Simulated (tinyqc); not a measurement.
Worked calculation (part 2 of 2): RHF in the sto-3g basis, for BH3, spin multiplicity 1. Computed by tinyqc, a small Python program that keeps every step (integrals from PySCF). Command: `OMP_NUM_THREADS=1 python tinyqc.py 22531 22532 out.jsonl` (the two numbers bound the seeds that draw the settings). One thread of a shared host (Intel(R) Xeon(R) Processor @ 2.60GHz), about 0.08 s of CPU time with the checks.

Geometry (angstrom):
```
atom        x        y       z
B      0.0000   0.0000  0.0010
H      1.4980   0.0000  0.0000
H     -0.7490   1.2970  0.0000
H     -0.7490  -1.2970  0.0000
```

## Iteration 1: diagonalisation and new density

Fock matrix F (hartree), order 1B 1s, 1B 2s, 1B 2px, 1B 2py, 1B 2pz, 2H 1s, 3H 1s, 4H 1s:
```
[[-7.6463, -2.2579, 0.0005, -0.0614, -0.1881, -0.2909, -0.3829, -0.3724],
 [-2.2579, -0.9757, -0.0476, 0.0303, 0.0238, -0.3233, -0.2612, -0.3698],
 [0.0005, -0.0476, -0.0911, 0.0905, -0.0608, -0.2355, 0.1678, 0.0111],
 [-0.0614, 0.0303, 0.0905, -0.1168, -0.0626, 0.0011, -0.0632, 0.1884],
 [-0.1881, 0.0238, -0.0608, -0.0626, 0.0130, 0.0255, -0.0151, 0.0148],
 [-0.2909, -0.3233, -0.2355, 0.0011, 0.0255, -0.2347, -0.0142, -0.0859],
 [-0.3829, -0.2612, 0.1678, -0.0632, -0.0151, -0.0142, 0.0463, -0.0771],
 [-0.3724, -0.3698, 0.0111, 0.1884, 0.0148, -0.0859, -0.0771, -0.1524]]
```

X, order 1B 1s, 1B 2s, 1B 2px, 1B 2py, 1B 2pz, 2H 1s, 3H 1s, 4H 1s:
```
[[-0.4345, 0.0000, -0.0004, 0.9186, 0.0057, 0.0001, 0.0000, 0.2449],
 [1.1371, 0.0000, 0.0008, -0.0080, 0.0006, 0.0002, 0.0000, 0.5191],
 [-0.0009, 0.0000, 0.9585, 0.0000, 0.0000, 0.6026, 0.0000, -0.0002],
 [0.0000, 0.9585, 0.0000, 0.0000, 0.0000, 0.0000, 0.6026, 0.0000],
 [-0.0007, 0.0000, 0.0000, -0.0064, 1.0000, 0.0000, 0.0000, -0.0003],
 [-0.5453, 0.0000, -0.8190, -0.2493, -0.0015, 0.4705, 0.0000, 0.2952],
 [-0.5464, -0.7090, 0.4090, -0.2492, -0.0015, -0.2351, 0.4073, 0.2955],
 [-0.5464, 0.7090, 0.4090, -0.2492, -0.0015, -0.2351, -0.4073, 0.2955]]
```

D at the start, order 1B 1s, 1B 2s, 1B 2px, 1B 2py, 1B 2pz, 2H 1s, 3H 1s, 4H 1s:
```
[[0.7413, -0.1114, 0.1470, 0.1539, 0.6677, -0.1390, 0.5411, 0.4909],
 [-0.1114, 1.0861, -0.0541, 0.4531, -0.8048, 0.1460, -0.4698, 0.4106],
 [0.1470, -0.0541, 1.4747, -0.3968, 0.4236, -0.2212, -0.3080, 0.7141],
 [0.1539, 0.4531, -0.3968, 2.2020, 0.2998, 0.3114, -1.2580, 0.3216],
 [0.6677, -0.8048, 0.4236, 0.2998, 1.2817, -0.1740, 0.2674, 0.2965],
 [-0.1390, 0.1460, -0.2212, 0.3114, -0.1740, 0.0945, -0.2558, -0.0953],
 [0.5411, -0.4698, -0.3080, -1.2580, 0.2674, -0.2558, 1.6084, -0.1365],
 [0.4909, 0.4106, 0.7141, 0.3216, 0.2965, -0.0953, -0.1365, 0.8388]]
```

overlap S, order 1B 1s, 1B 2s, 1B 2px, 1B 2py, 1B 2pz, 2H 1s, 3H 1s, 4H 1s:
```
[[1.0000, 0.2693, 0.0000, 0.0000, 0.0000, 0.0333, 0.0333, 0.0333],
 [0.2693, 1.0000, 0.0000, 0.0000, 0.0000, 0.3305, 0.3306, 0.3306],
 [0.0000, 0.0000, 1.0000, 0.0000, 0.0000, 0.3748, -0.1875, -0.1875],
 [0.0000, 0.0000, 0.0000, 1.0000, 0.0000, 0.0000, 0.3246, -0.3246],
 [0.0000, 0.0000, 0.0000, 0.0000, 1.0000, -0.0003, -0.0003, -0.0003],
 [0.0333, 0.3305, 0.3748, 0.0000, -0.0003, 1.0000, 0.0414, 0.0414],
 [0.0333, 0.3306, -0.1875, 0.3246, -0.0003, 0.0414, 1.0000, 0.0414],
 [0.0333, 0.3306, -0.1875, -0.3246, -0.0003, 0.0414, 0.0414, 1.0000]]
```

Diagonalise F' = X^T F X, C = X C', fill 4 alpha and 4 beta electrons from the bottom; D = 2 C_occ C_occ^T; the new density keeps 0.2 of the old one (damping). Each column has its largest component positive (the first on a tie).

F' = X^T F X (hartree):
```
[[0.0072, 0.0064, -0.0538, 1.2774, 0.1033, 0.0039, -0.0128, 0.4545],
 [0.0064, 0.2590, 0.0089, -0.0290, -0.0390, -0.0332, -0.0721, -0.0583],
 [-0.0538, 0.0089, 0.2923, -0.0804, -0.0797, 0.0380, 0.1530, -0.0156],
 [1.2774, -0.0290, -0.0804, -5.9854, -0.2174, 0.0633, -0.0845, -2.8316],
 [0.1033, -0.0390, -0.0797, -0.2174, 0.0106, -0.0242, -0.0504, -0.0445],
 [0.0039, -0.0332, 0.0380, 0.0633, -0.0242, -0.2615, 0.0486, -0.0391],
 [-0.0128, -0.0721, 0.1530, -0.0845, -0.0504, 0.0486, -0.1580, 0.0773],
 [0.4545, -0.0583, -0.0156, -2.8316, -0.0445, -0.0391, 0.0773, -1.8004]]
```

orbital energies (hartree): [-7.6585, -0.4840, -0.2538, -0.1846, 0.0034, 0.2346, 0.2813, 0.4254]

coefficients C, order 1B 1s, 1B 2s, 1B 2px, 1B 2py, 1B 2pz, 2H 1s, 3H 1s, 4H 1s:
```
[[0.9922, -0.2106, 0.0876, -0.0918, -0.0467, 0.1820, 0.0258, 0.1089],
 [0.0242, 0.6315, -0.2809, 0.2727, 0.0237, -0.8444, -0.0984, -0.5354],
 [0.0054, 0.2066, 0.5224, -0.2236, 0.1639, -0.5671, 0.0258, 0.7531],
 [0.0096, -0.1899, 0.0429, 0.7050, 0.1157, -0.0921, 0.8446, 0.1081],
 [0.0244, -0.1342, 0.1676, 0.0262, 0.9337, 0.0464, -0.1536, -0.2348],
 [-0.0051, 0.3232, 0.4536, 0.3290, -0.1632, 0.9093, -0.0717, -0.2484],
 [0.0070, 0.0047, -0.3037, 0.1438, 0.1214, 0.2834, -0.7052, 0.7961],
 [0.0124, 0.3117, -0.2212, -0.3091, 0.3268, 0.3672, 0.7861, 0.4875]]
```

D after iteration 1, order 1B 1s, 1B 2s, 1B 2px, 1B 2py, 1B 2pz, 2H 1s, 3H 1s, 4H 1s:
```
[[1.8201, -0.2761, 0.0745, 0.0125, 0.2371, -0.1295, 0.0542, 0.0272],
 [-0.2761, 1.1015, -0.1342, 0.1874, -0.3595, 0.2952, 0.1103, 0.3622],
 [0.0745, -0.1342, 0.8799, -0.3583, 0.1713, 0.3240, -0.3653, 0.1716],
 [0.0125, 0.1874, -0.3583, 1.2964, 0.1422, 0.3663, -0.1116, -0.3941],
 [0.2371, -0.3595, 0.1713, 0.1422, 0.3321, 0.0310, -0.0226, -0.0794],
 [-0.1295, 0.2952, 0.3240, 0.3663, 0.0310, 0.6885, -0.1935, -0.1813],
 [0.0542, 0.1103, -0.3653, -0.1116, -0.0226, -0.1935, 0.5024, 0.0116],
 [0.0272, 0.3622, 0.1716, -0.3941, -0.0794, -0.1813, 0.0116, 0.5547]]
```

## Iteration 2: building the Fock matrix

core Hamiltonian H = T + V (hartree), order 1B 1s, 1B 2s, 1B 2px, 1B 2py, 1B 2pz, 2H 1s, 3H 1s, 4H 1s:
```
[[-13.3810, -3.4728, 0.0000, 0.0000, 0.0000, -0.4347, -0.4349, -0.4349],
 [-3.4728, -4.4616, 0.0001, 0.0000, 0.0002, -1.2625, -1.2630, -1.2630],
 [0.0000, 0.0001, -3.7037, 0.0000, 0.0000, -1.2647, 0.6327, 0.6327],
 [0.0000, 0.0000, 0.0000, -3.7037, 0.0000, 0.0000, -1.0956, 1.0956],
 [0.0000, 0.0002, 0.0000, 0.0000, -3.5901, 0.0009, 0.0009, 0.0009],
 [-0.4347, -1.2625, -1.2647, 0.0000, 0.0009, -2.6336, -0.1639, -0.1639],
 [-0.4349, -1.2630, 0.6327, -1.0956, 0.0009, -0.1639, -2.6339, -0.1640],
 [-0.4349, -1.2630, 0.6327, 1.0956, 0.0009, -0.1639, -0.1640, -2.6339]]
```

nuclear repulsion = 5.911390 hartree

Given earlier and not repeated: Two-electron integrals (ij|kl) in chemists' order.

J_ij = sum D_kl (ij|kl), K_ij = sum D_kl (ik|jl); F = H + J - 0.5 K; E = tr D H + tr D J / 2 - 0.25 tr D K + E_nn.

Coulomb J (hartree), order 1B 1s, 1B 2s, 1B 2px, 1B 2py, 1B 2pz, 2H 1s, 3H 1s, 4H 1s:
```
[[8.8161, 1.8751, -0.0007, 0.0066, -0.0126, 0.2311, 0.2317, 0.2309],
 [1.8751, 4.2314, 0.0051, 0.0118, -0.0755, 1.1811, 1.1697, 1.1689],
 [-0.0007, 0.0051, 4.2645, -0.0149, 0.0118, 1.2705, -0.6264, -0.6225],
 [0.0066, 0.0118, -0.0149, 4.2721, 0.0096, -0.0003, 1.0852, -1.0842],
 [-0.0126, -0.0755, 0.0118, 0.0096, 4.1455, -0.0123, -0.0141, -0.0174],
 [0.2311, 1.1811, 1.2705, -0.0003, -0.0123, 2.9360, 0.1423, 0.1426],
 [0.2317, 1.1697, -0.6264, 1.0852, -0.0141, 0.1423, 2.8265, 0.1416],
 [0.2309, 1.1689, -0.6225, -1.0842, -0.0174, 0.1426, 0.1416, 2.8606]]
```

exchange K (hartree), order 1B 1s, 1B 2s, 1B 2px, 1B 2py, 1B 2pz, 2H 1s, 3H 1s, 4H 1s:
```
[[5.2235, 1.0522, 0.0038, 0.0399, 0.0986, 0.1367, 0.1801, 0.1743],
 [1.0522, 1.3398, -0.0390, 0.0536, -0.1981, 0.5098, 0.4865, 0.5301],
 [0.0038, -0.0390, 1.0322, -0.1648, 0.1078, 0.5434, -0.3600, -0.1629],
 [0.0399, 0.0536, -0.1648, 1.1728, 0.0866, 0.0534, 0.4001, -0.4759],
 [0.0986, -0.1981, 0.1078, 0.0866, 0.4646, -0.0184, -0.0556, -0.1113],
 [0.1367, 0.5098, 0.5434, 0.0534, -0.0184, 0.9311, 0.0381, 0.0665],
 [0.1801, 0.4865, -0.3600, 0.4001, -0.0556, 0.0381, 0.7222, 0.0882],
 [0.1743, 0.5301, -0.1629, -0.4759, -0.1113, 0.0665, 0.0882, 0.8326]]
```

Fock matrix F (hartree), order 1B 1s, 1B 2s, 1B 2px, 1B 2py, 1B 2pz, 2H 1s, 3H 1s, 4H 1s:
```
[[-7.1766, -2.1238, -0.0026, -0.0134, -0.0619, -0.2720, -0.2933, -0.2912],
 [-2.1238, -0.9001, 0.0247, -0.0150, 0.0238, -0.3362, -0.3365, -0.3591],
 [-0.0026, 0.0247, 0.0447, 0.0675, -0.0421, -0.2659, 0.1862, 0.0916],
 [-0.0134, -0.0150, 0.0675, -0.0179, -0.0337, -0.0270, -0.2104, 0.2493],
 [-0.0619, 0.0238, -0.0421, -0.0337, 0.3231, -0.0022, 0.0146, 0.0392],
 [-0.2720, -0.3362, -0.2659, -0.0270, -0.0022, -0.1631, -0.0406, -0.0545],
 [-0.2933, -0.3365, 0.1862, -0.2104, 0.0146, -0.0406, -0.1685, -0.0664],
 [-0.2912, -0.3591, 0.0916, 0.2493, 0.0392, -0.0545, -0.0664, -0.1897]]
```

total energy of this density = -23.480654 hartree

This density is a damped mixture and is not idempotent.

## Iteration 2: diagonalisation and new density

As before.

F' = X^T F X (hartree):
```
[[0.2030, -0.0223, 0.0333, 1.1568, 0.0330, 0.0069, -0.0077, 0.4265],
 [-0.0223, 0.4951, 0.0361, -0.0067, -0.0149, -0.0235, 0.0716, -0.0225],
 [0.0333, 0.0361, 0.5486, -0.0118, -0.0166, 0.1165, 0.0978, -0.0018],
 [1.1568, -0.0067, -0.0118, -5.6889, -0.1080, 0.0002, -0.0133, -2.6016],
 [0.0330, -0.0149, -0.0166, -0.1080, 0.3220, -0.0390, -0.0304, -0.0045],
 [0.0069, -0.0235, 0.1165, 0.0002, -0.0390, -0.2554, 0.0352, 0.0187],
 [-0.0077, 0.0716, 0.0978, -0.0133, -0.0304, 0.0352, -0.2696, 0.0042],
 [0.4265, -0.0225, -0.0018, -2.6016, -0.0045, 0.0187, 0.0042, -1.7271]]
```

orbital energies (hartree): [-7.1830, -0.4627, -0.3048, -0.2572, 0.3248, 0.4112, 0.4995, 0.5998]

coefficients C, order 1B 1s, 1B 2s, 1B 2px, 1B 2py, 1B 2pz, 2H 1s, 3H 1s, 4H 1s:
```
[[0.9911, -0.2222, -0.0018, -0.0253, 0.0076, -0.2212, 0.1040, -0.0259],
 [0.0324, 0.6319, 0.0057, 0.0755, -0.0884, 0.9678, -0.4482, 0.1055],
 [0.0015, -0.0496, -0.3639, 0.2978, 0.0785, -0.2431, -0.3441, 0.9352],
 [0.0023, -0.0072, 0.3975, 0.3319, 0.0400, 0.3233, 0.8449, 0.4402],
 [0.0081, -0.0610, 0.0002, 0.0694, 0.9827, 0.1062, -0.0616, -0.1028],
 [-0.0052, 0.2401, -0.2848, 0.5435, -0.0295, -0.3889, 0.4569, -0.7374],
 [-0.0020, 0.2753, 0.5127, 0.0129, 0.0899, -0.8789, -0.4631, 0.0717],
 [-0.0009, 0.3436, -0.2655, -0.4827, 0.1914, -0.3721, 0.7116, 0.4857]]
```

D after iteration 2, order 1B 1s, 1B 2s, 1B 2px, 1B 2py, 1B 2pz, 2H 1s, 3H 1s, 4H 1s:
```
[[2.0157, -0.2316, 0.0239, -0.0059, 0.0791, -0.1407, -0.0923, -0.0978],
 [-0.2316, 0.8701, -0.0442, 0.0741, -0.1248, 0.3645, 0.3065, 0.3591],
 [0.0239, -0.0442, 0.5337, -0.1444, 0.0721, 0.4705, -0.3873, -0.0683],
 [-0.0059, 0.0741, -0.1444, 0.6884, 0.0662, 0.1780, 0.3075, -0.5080],
 [0.0791, -0.1248, 0.0721, 0.0662, 0.0802, 0.0430, -0.0298, -0.1032],
 [-0.1407, 0.3645, 0.4705, 0.1780, 0.0430, 0.8323, -0.1553, -0.2031],
 [-0.0923, 0.3065, -0.3873, 0.3075, -0.0298, -0.1553, 0.6426, -0.0742],
 [-0.0978, 0.3591, -0.0683, -0.5080, -0.1032, -0.2031, -0.0742, 0.7855]]
```

## Iteration 25 (converged): orbitals

converged F (hartree), order 1B 1s, 1B 2s, 1B 2px, 1B 2py, 1B 2pz, 2H 1s, 3H 1s, 4H 1s:
```
[[-7.4369, -2.1774, 0.0000, 0.0000, 0.0000, -0.2776, -0.2778, -0.2778],
 [-2.1774, -1.0202, 0.0000, 0.0000, 0.0001, -0.3896, -0.3897, -0.3897],
 [0.0000, 0.0000, -0.0673, 0.0000, 0.0000, -0.3321, 0.1661, 0.1661],
 [0.0000, 0.0000, 0.0000, -0.0674, 0.0000, 0.0000, -0.2876, 0.2876],
 [0.0000, 0.0001, 0.0000, 0.0000, 0.2429, 0.0001, 0.0001, 0.0001],
 [-0.2776, -0.3896, -0.3321, 0.0000, 0.0001, -0.2519, -0.0534, -0.0534],
 [-0.2778, -0.3897, 0.1661, -0.2876, 0.0001, -0.0534, -0.2520, -0.0535],
 [-0.2778, -0.3897, 0.1661, 0.2876, 0.0001, -0.0534, -0.0535, -0.2520]]
```

Diagonalise F' = X^T F X, C = X C', fill 4 alpha and 4 beta electrons from the bottom; D = 2 C_occ C_occ^T. Each column has its largest component positive (the first on a tie).

F' = X^T F X (hartree):
```
[[0.1639, 0.0000, -0.0005, 1.2032, 0.0074, 0.0001, 0.0000, 0.4047],
 [0.0000, 0.5204, 0.0000, 0.0000, 0.0000, 0.0000, 0.0970, 0.0000],
 [-0.0005, 0.0000, 0.5204, 0.0014, 0.0000, 0.0969, 0.0000, 0.0005],
 [1.2032, 0.0000, 0.0014, -5.9343, -0.0393, -0.0013, 0.0000, -2.6451],
 [0.0074, 0.0000, 0.0000, -0.0393, 0.2427, 0.0000, 0.0000, -0.0171],
 [0.0001, 0.0000, 0.0969, -0.0013, 0.0000, -0.3727, 0.0000, -0.0007],
 [0.0000, 0.0970, 0.0000, 0.0000, 0.0000, 0.0000, -0.3727, 0.0000],
 [0.4047, 0.0000, 0.0005, -2.6451, -0.0171, -0.0007, 0.0000, -1.8477]]
```

orbital energies (hartree): [-7.4419, -0.5772, -0.3831, -0.3831, 0.2429, 0.4008, 0.5308, 0.5308]

coefficients C, order 1B 1s, 1B 2s, 1B 2px, 1B 2py, 1B 2pz, 2H 1s, 3H 1s, 4H 1s:
```
[[0.9917, -0.2259, 0.0000, 0.0000, -0.0005, -0.2413, 0.0002, 0.0000],
 [0.0311, 0.6609, 0.0000, 0.0002, 0.0020, 1.0606, -0.0010, 0.0000],
 [0.0000, -0.0001, 0.0000, 0.4969, 0.0000, 0.0007, 1.0173, 0.0000],
 [0.0000, 0.0000, 0.4969, 0.0000, 0.0000, 0.0000, 0.0000, 1.0173],
 [0.0000, -0.0001, 0.0000, 0.0000, 1.0000, -0.0021, 0.0000, 0.0000],
 [-0.0045, 0.2745, 0.0000, 0.5551, -0.0009, -0.6105, -0.7633, 0.0000],
 [-0.0045, 0.2747, 0.4807, -0.2774, -0.0009, -0.6097, 0.3824, -0.6615],
 [-0.0045, 0.2747, -0.4806, -0.2774, -0.0009, -0.6097, 0.3824, 0.6615]]
```

D after iteration 25, order 1B 1s, 1B 2s, 1B 2px, 1B 2py, 1B 2pz, 2H 1s, 3H 1s, 4H 1s:
```
[[2.0691, -0.2368, 0.0000, 0.0000, 0.0000, -0.1331, -0.1331, -0.1331],
 [-0.2368, 0.8756, 0.0001, 0.0000, -0.0001, 0.3628, 0.3627, 0.3627],
 [0.0000, 0.0001, 0.4938, 0.0000, 0.0000, 0.5516, -0.2758, -0.2758],
 [0.0000, 0.0000, 0.0000, 0.4939, 0.0000, 0.0000, 0.4777, -0.4777],
 [0.0000, -0.0001, 0.0000, 0.0000, 0.0000, 0.0000, -0.0001, -0.0001],
 [-0.1331, 0.3628, 0.5516, 0.0000, 0.0000, 0.7670, -0.1572, -0.1572],
 [-0.1331, 0.3627, -0.2758, 0.4777, -0.0001, -0.1572, 0.7669, -0.1572],
 [-0.1331, 0.3627, -0.2758, -0.4777, -0.0001, -0.1572, -0.1572, 0.7669]]
```

## Convergence

Stop when the energy changes by less than 1e-10 hartree and every element of the error matrix X^T (F D S - S D F) X is below 3e-06.

Course of the cycle:
```
iteration  E (hartree)     change  largest element of the error matrix
1           -15.506316          -                             5.03e+00
2           -23.480654  -7.97e+00                             9.64e-01
3           -25.391914  -1.91e+00                             2.69e-01
4           -25.809489  -4.18e-01                             8.58e-02
5           -25.898775  -8.93e-02                             3.97e-02
6           -25.917881  -1.91e-02                             1.84e-02
7           -25.922025  -4.14e-03                             8.51e-03
8           -25.922950  -9.25e-04                             4.50e-03
9           -25.923167  -2.17e-04                             2.92e-03
10          -25.923222  -5.52e-05                             1.90e-03
11          -25.923238  -1.56e-05                             1.23e-03
12          -25.923243  -4.96e-06                             7.99e-04
13          -25.923245  -1.75e-06                             5.18e-04
14          -25.923245  -6.64e-07                             3.37e-04
15          -25.923246  -2.64e-07                             2.18e-04
16          -25.923246  -1.08e-07                             1.42e-04
17          -25.923246  -4.48e-08                             9.21e-05
18          -25.923246  -1.87e-08                             5.98e-05
19          -25.923246  -7.86e-09                             3.88e-05
20          -25.923246  -3.30e-09                             2.52e-05
21          -25.923246  -1.39e-09                             1.63e-05
22          -25.923246  -5.86e-10                             1.06e-05
23          -25.923246  -2.47e-10                             6.89e-06
24          -25.923246  -1.04e-10                             4.47e-06
25          -25.923246  -4.38e-11                             2.90e-06
```

PySCF RHF in the same basis = -25.923246 hartree

Converged in 25 iterations.

## Populations, bond orders and dipole

Mulliken: Z minus the diagonal of D S on the atom; Loewdin: the same with S^(1/2) D S^(1/2); Mayer order: 2 sum_s sum (D(s) S)_ij (D(s) S)_ji over the two atoms.

Charges (e):
```
atom  Mulliken  Loewdin
1B      0.2285   0.2261
2H     -0.0762  -0.0754
3H     -0.0762  -0.0754
4H     -0.0762  -0.0754
```

Mayer bond orders:
```
pair   order
2-1   0.9655
3-1   0.9655
3-2   0.0144
4-1   0.9655
4-2   0.0144
4-3   0.0144
```

dipole moment about the origin, x y z (debye): [0.0000, 0.0000, 0.0024]
